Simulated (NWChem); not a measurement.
Correlation energy of hydrogen chloride (HCl)

```
Cl
H 1 1.2897
```
Charge 0, spin multiplicity 1.

All runs are NWChem calculations. Structure: optimised with B3LYP/def2-SVP, a minimum by its harmonic frequencies.

Basis set: cc-pVQZ. Each correlation energy counts from its own Hartree-Fock reference.

The correlated methods keep 5 core orbitals frozen. Coupled-cluster values serve here as a point of comparison, not as the truth.

```tsv
method	correlation energy (mHa)
RI-MP2	-222.6
MP2	-222.6
SCS-MP2	___
CR-CCSD[T]	-249.8
CR-CCSD(T)	-249.8
CCSD	___
CCSD+T(CCSD)	-251.2
CCSD(T)	-251.1
```

Question: Complete the blanks.

Answer: 
- SCS-MP2, correlation energy (mHa): -224.3
- CCSD, correlation energy (mHa): -241.6
